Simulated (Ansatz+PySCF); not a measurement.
Values are calculated unless marked as measured or tabulated.
## PySCF 2.14.0 run

```python
from pyscf import gto, scf, mp

mol = gto.M(atom="""
N -0.002970 -0.005970 0.000000
N 1.175230 -0.005970 0.000000
H 1.650920 0.948570 0.000000
""", basis='cc-pvtz', charge=0, spin=1)
mf = scf.UHF(mol)
mf.kernel()
pt = mp.MP2(mf, frozen=2).run()
print(mf.e_tot, pt.e_corr, pt.e_tot)
```

The script is written out from the run's settings.

Output:

- Converged: yes
- Reference energy: -109.46722 hartree
- Correlation energy: -0.35692 hartree
- Total energy: -109.82414 hartree
- Spin squared of the determinant: 0.881

Caution: the unrestricted determinant is spin contaminated.
